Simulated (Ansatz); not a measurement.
For zinc-blende GaP, LDA (Ansatz, a first-principles code, PAW) gives:

- equilibrium lattice constant a: 5.391 Å
- bulk modulus B0: 90.0 GPa
- cohesive energy: 4.34 eV/atom
- band gap at the measured cell: 1.44 eV
- TO(Γ) frequency: 365 cm⁻¹
- elastic constant C11: 142 GPa
- elastic constant C44: 71.0 GPa
- polycrystal shear modulus: 56.0 GPa

**Question.** What does r²SCAN (PAW; Ansatz) give for the same quantities?

**Answer.** 
- lattice constant a: 5.451 Å (rises by 1.1 %)
- bulk modulus: 87.7 GPa (drops by 2.6 %)
- cohesive energy: 3.64 eV/atom (falls by 0.70 eV/atom)
- band gap at the measured cell: 1.84 eV (grows by 0.40 eV)
- zone-centre TO phonon frequency: 360 cm⁻¹ (decreases by 1.4 %)
- elastic constant C11: 142 GPa (hardly moves)
- elastic constant C44: 73.1 GPa (rises by 3.0 %)
- Voigt–Reuss–Hill shear modulus: 57.9 GPa (grows by 3.4 %)

For comparison: lattice constant a 5.439 Å (measured, static lattice: zero-point anharmonic expansion removed; as tabulated in Mejia-Rodriguez and Trickey (2018), arXiv:1807.09216); bulk modulus 89.6 GPa (measured, 0 K value with the zero-point phonon effect removed; as tabulated in Mejia-Rodriguez and Trickey (2018), arXiv:1807.09216); cohesive energy 3.61 eV/atom (measured, static lattice: zero-point vibration energy added, our sources range from 3.61 to 3.69; as tabulated in Mejia-Rodriguez and Trickey (2018), arXiv:1807.09216); band gap 2.43 eV (measured, zero-point renormalisation of 0.08 eV added back here (the table's ZPR column); inputs from Chen et al. (2018), doi:10.1103/physrevmaterials.2.073803); zone-centre TO phonon frequency 366 cm⁻¹ (measured, temperature not stated, not corrected to a static lattice; as tabulated in Han and Bester (2011), arXiv:1107.0196); elastic constant C11 140 GPa (measured, temperature not stated, not corrected to a static lattice; as tabulated in Råsander and Moram (2015), arXiv:1505.02379); elastic constant C44 70 GPa (measured, temperature not stated, no zero-point or thermal correction; as tabulated in Råsander and Moram (2015), arXiv:1505.02379).

Changes are worked out from the printed values.

Unless a cell is named, each level is at its own relaxed cell (LDA 19.59, r²SCAN 20.25 Å³/atom).

Spin–orbit coupling is included only where a level's name says +SOC; with heavier elements it mostly lowers gaps and can invert bands. Density-functional gaps are differences of (generalised) Kohn–Sham levels.

Ansatz's density-functional and Hartree–Fock values are scalar-relativistic unless marked +SOC, with PAW data made under PBE.
